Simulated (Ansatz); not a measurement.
1T (CdI2-type) TaSe2 (undistorted form, which takes a superstructure on cooling) was calculated with rVV10 (Ansatz, a quantum-chemistry and plane-wave program, PAW).

Settings: plane-wave cutoff 520 eV, 18×18×10 k mesh (along the axes of the cell as run), Fermi–Dirac smearing 0.05 eV, scalar-relativistic PAW data made under PBE.

Energies at three volumes about the minimum:

| V (Å³/atom) | E − E_lowest (meV/atom) |
|---|---|
| 22.321 | 1.18 |
| 22.777 | 0.00 |
| 23.232 | 1.05 |

Q: Fit a parabola by hand: where is the minimum, and what is the bulk modulus?

A: Slopes: (0.00 − 1.18)/(22.777 − 22.321) = -2.588 and (1.05 − 0.00)/(23.232 − 22.777) = 2.308 meV/Å³. Curvature E″ = 2 × (2.308 − (-2.588))/(23.232 − 22.321) = 10.749 meV/Å⁶. From the middle of the first interval, the slope vanishes at V0 = 22.5490 − (-2.588)/10.749 = 22.790 Å³/atom. B = V0 E″ = 22.790 × 10.749 meV/Å³ × 0.1602 GPa per meV/Å³ = 39.2 GPa. The full Birch–Murnaghan fit to all volumes gives V0 = 22.774 Å³/atom and B0 = 38.8 GPa.

Shape and atoms are relaxed at each volume.

Note: the relaxation could not lower the start's symmetry, so the cell can be a saddle point above a distorted one; the bulk modulus comes from volumes at which shape and atoms were relaxed.
